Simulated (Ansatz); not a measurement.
Two shapes of singlet C2H6O.

Shape 1:

```xyz
9

C    -0.0403   -0.3922   -0.3729
C     0.0459   -0.4407    1.1378
O    -0.0473    0.9122   -0.7930
H    -0.8666   -1.0062   -0.7298
H     0.8754   -0.9214   -0.7564
H    -0.0020   -1.4181    1.5487
H     0.9242    0.0589    1.5194
H    -0.8426    0.0703    1.5351
H    -0.0440    0.9291   -1.7657
```

Shape 2:

```xyz
9

C    -0.0437   -0.3956   -0.3064
C     0.0726   -0.4875    1.1770
O    -0.0794    0.9361   -0.7397
H    -0.8870   -1.0361   -0.7857
H     0.9184   -0.8804   -0.7866
H    -0.0357   -1.4719    1.5282
H     0.9016    0.0771    1.5794
H    -0.8975    0.0596    1.4989
H    -0.0576    0.9935   -1.7552
```

Basis set: 6-31G (spherical functions). Left uncorrelated: 3 orbitals. Charge 0, multiplicity 1.

Computed with Ansatz (development build ahead of 0.2.0); each method stands on the lowest determinant of its kind that the runs found.

(1) Which shape is lower in energy, and by how much in each method?

## Answers

(1)

| method | E(2) − E(1) (eV) |
| --- | --- |
| RHF | 0.447 |
| RHF-MP2 | 0.262 |

Shape 1 is lower.
